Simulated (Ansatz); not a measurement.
`O=CCOCF` + H₂S → `O=CCS` + `OCF`  (substitution at a C–O bond)

Isolated molecules relaxed with PBE0-D4/def2-TZVP in Ansatz; ΔE leaves out vibrations. CCSD(T)/CBS is the MP2 limit (def2-TZVPP, def2-QZVPP) plus CCSD(T) − MP2 in def2-TZVPP, frozen cores. This one scheme is used for every species. Functionals use def2-TZVPP. B3LYP here is the variant with VWN-RPA as its local correlation; programs differ in this. One conformer a species, not always the lowest.

| level | ΔE (kJ/mol) | difference from CCSD(T)/CBS |
| --- | --- | --- |
| PBE-D4 | -34.3 | -4.5 |
| r2SCAN-D4 | -28.8 | 1.0 |
| PBE0-D4 | -32.1 | -2.3 |
| B3LYP-D4 | -26.0 | 3.8 |
| ωB97X-V | -23.9 | 5.9 |
| ωB97M-V | -26.6 | 3.2 |
| B2PLYP | -27.9 | 1.9 |
| PBE | -34.9 | -5.1 |
| r2SCAN | -29.3 | 0.5 |
| PBE0 | -32.7 | -2.9 |
| B3LYP | -26.4 | 3.4 |
| HF/def2-TZVPP | -14.6 | 15.2 |
| MP2/def2-TZVPP | -33.1 | -3.3 |
| SCS-MP2/def2-TZVPP | -27.7 | 2.1 |
| CCSD/def2-TZVPP | -23.1 | 6.7 |
| CCSD(T)/def2-TZVPP | -25.0 | 4.8 |
| HF/def2-QZVPP | -14.5 | 15.3 |
| MP2/def2-QZVPP | -35.9 | -6.1 |
| SCS-MP2/def2-QZVPP | -30.5 | -0.7 |
| HF/CBS(def2) | -14.5 | 15.3 |
| MP2/CBS(def2) | -38.0 | -8.2 |
| CCSD/CBS(def2) | -27.9 | 1.9 |
| CCSD(T)/CBS | -29.8 | 0 |

Largest T1 diagnostic among the species: 0.014.

In def2-TZVPP, CCSD(T) changes the Hartree–Fock value by −10.4 kJ/mol (the triples alone add −2.0 kJ/mol) and MP2 by −18.5 kJ/mol.
